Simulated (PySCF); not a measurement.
C4H8O.
Atom-mapped SMILES: `[CH3:1][C@@H:2]1[O:3][C@@H:4]1[CH3:5]` (hydrogens: H6, H7, H8 on C1; H9 on C2; H10 on C4; H11, H12, H13 on C5)

The closed-shell ground state was solved at several levels (PySCF, density fitting, gas phase, non-relativistic). Isolated species at its PBE0-D3(BJ)/def2-SVP geometry, gas phase.

| level | basis functions | total energy (Eh) | HOMO (eV) | LUMO (eV) | gap (eV) | dipole (D) |
| --- | --- | --- | --- | --- | --- | --- |
| PBE0/cc-pVTZ | 262 | -232.2380 | -7.57 | 1.36 | 8.93 | 1.82 |
| PBE0/pcSseg-0 | 61 | -231.5953 | -7.54 | 2.36 | 9.90 | 2.37 |
| PBE0/cc-pVDZ | 110 | -232.1677 | -7.37 | 2.08 | 9.45 | 1.79 |
| PBE0/IGLO-III | 255 | -232.2489 | -7.63 | 0.89 | 8.52 | 1.91 |

Estimate the row for PBE0/aug-cc-pVDZ, a basis of 187 functions; the other rows only guide the guess.

Total energy -232.1847 Eh, HOMO -7.62 eV, LUMO -0.02 eV, gap 7.60 eV, dipole 1.90 D.

Over all these levels, which gives the widest orbital gap and which the narrowest?

PBE0/pcSseg-0 has the widest, 9.90 eV, and PBE0/aug-cc-pVDZ the narrowest, 7.60 eV. From the narrowest to the widest the HOMO moves by +0.08 eV and the LUMO by +2.38 eV.

How much does the basis alone move the frontier levels among the 5 PBE0 rows (the withheld one included)?

The HOMO by 0.26 eV and the LUMO by 2.38 eV. By rising basis size (HOMO, LUMO in eV): pcSseg-0 -7.54, 2.36; cc-pVDZ -7.37, 2.08; aug-cc-pVDZ -7.62, -0.02; IGLO-III -7.63, 0.89; cc-pVTZ -7.57, 1.36.

How far do the dipole and the HOMO energy spread over the levels?

The dipole runs from 1.79 to 2.37 D (mean 1.96 D) and the HOMO from -7.63 to -7.37 eV.
